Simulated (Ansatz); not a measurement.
Two shapes of singlet CF2.

Shape 1:

```xyz
3

C     0.0013    0.0215   -0.6362
F     0.0176    0.9786    0.1847
F     0.0028   -1.0591    0.1617
```

Shape 2:

```xyz
3

C     0.0028   -0.0016   -0.6005
F    -0.0055    1.0281    0.1899
F     0.0045   -1.0301    0.1907
```

Basis set: STO-3G (spherical functions). Frozen core: 3 orbitals. Charge 0, multiplicity 1.

Computed with Ansatz (development build ahead of 0.2.0); each method stands on the lowest determinant of its kind that the runs found.

Which shape is lower in energy, and by how much in each method?

```
 method  E(2) − E(1) (eV)
    RHF            -0.079
RHF-MP2            -0.074
```

Shape 2 is lower.
